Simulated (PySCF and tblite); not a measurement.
The numbers below are computed, except where a source is named.
C2H2F2, numbered as in [F:1]/[CH:2]=[CH:3]/[F:4].

Free energies: CAM-B3LYP-D3(BJ)/def2-TZVP (IEF-PCM, chloroform) on PBE0-D3(BJ)/def2-SVP structures plus GFN2-xTB thermal terms, symmetry and mirror images included. Conformers within 2.5 kcal/mol (GFN2-xTB free energy) were kept, 4 at most. GIAO shieldings: wB97X-D/pcSseg-1 (IEF-PCM, chloroform). Shifts are against TMS (¹H), TMS (¹³C), CFCl3 (¹⁹F) at the same level. Codes: tblite and PySCF.

List the conformer-averaged shifts at 298.15 K.

¹H: 7.66 (H2/H3, 2H) ppm. ¹³C: 155.3 (C2/C3) ppm. ¹⁹F: -184.4 (F1/F4) ppm.

Unscaled ¹⁹F shifts at such levels can be off by tens of ppm; differences between conformers or isomers are more reliable. Shifts are unscaled: against experiment ¹³C can be off by 15 ppm or more and ¹H by 0.8 ppm.
